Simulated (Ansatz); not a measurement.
# Correlation methods on BN, triplet

Computed with Ansatz's Gaussian-basis code (development build); BCCD by scripts on PySCF. Settings: STO-3G; 2 core orbitals frozen; no relativity. Perturbation and coupled-cluster methods stand on the Hartree–Fock determinant that coupled cluster favours; RHF here means ROHF, with semicanonical perturbation theory. The state met can change along the bond. The basis is small, far from the limit. The unrestricted determinant is a mixture of spins, so it may stand for another state.

Correlation energy of CCSD(T), then each method's total less that of CCSD(T), in eV:

```tsv
case	E corr CCSD(T)	CCSD	BCCD	BCCD(T)	determinant
1.463 Å RHF	-3.675	+0.235	+0.325	+0.021	0.26 eV over the lowest such Hartree–Fock solution met
1.995 Å RHF	-2.700	+0.038	+0.057	+0.006	–
2.328 Å RHF	-3.833	+0.023	+0.025	+0.004	–
2.660 Å RHF	-5.303	+0.013	+0.012	+0.002	–
2.660 Å UHF	-1.248	+0.001	+0.002	0.000	⟨S²⟩ = 2.937
3.990 Å RHF	-8.735	–	+3.352	+3.352	–
```

Q: Give full CI less CCSD(T). Is CCSD(T) good to 1 kcal/mol?

A: 1.463 Å RHF: -0.055 eV (outside); 1.995 Å RHF: -0.033 eV (within); 2.328 Å RHF: -0.012 eV (within); 2.660 Å RHF: +0.004 eV (within); 2.660 Å UHF: -0.002 eV (within, spin-contaminated determinant); 3.990 Å RHF: -0.006 eV (within, other state).

Q: Which method comes nearest to full CI in total energy for 1.995 Å RHF?

A: CCSD(T), 0.033 eV away; next BCCD(T) (0.039 eV), last BCCD (0.090 eV).

Several Brueckner solutions were met. Coupled cluster and full CI may stand on different states here.
